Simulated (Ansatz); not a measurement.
Mulliken charges of `COC(=O)O` from ωB97M-V/def2-TZVPP in Ansatz (PBE0-D4/def2-TZVP geometry).

```tsv
atom	x (Å)	y (Å)	z (Å)	charge (e)
C1	-0.358	-0.564	-1.217	-0.189
O2	0.035	0.583	-0.471	-0.251
C3	0.254	0.356	0.815	0.445
O4	0.151	-0.700	1.379	-0.366
O5	0.613	1.504	1.394	-0.259
H6	-0.499	-0.215	-2.237	0.135
H7	0.417	-1.330	-1.180	0.138
H8	-1.287	-0.978	-0.823	0.138
H9	0.762	1.299	2.324	0.210
```

Task: By hand: the dipole of these point charges (1 e Å = 4.8032 D).

Result: Σ q r = (-0.070, -0.089, -0.245) e Å, of length 0.270 e Å = 1.30 D.

Task: How does the dipole of the full density compare? (Estimate.)

Result: The calculation gave: (-0.023, 0.019, -0.129) e Å, 0.64 D; the point charges give 2.03 times that, at 28° from its direction.

Point charges leave out the atoms' own dipoles, such as those of lone pairs, and Mulliken's split depends on the basis, so the two needn't agree.
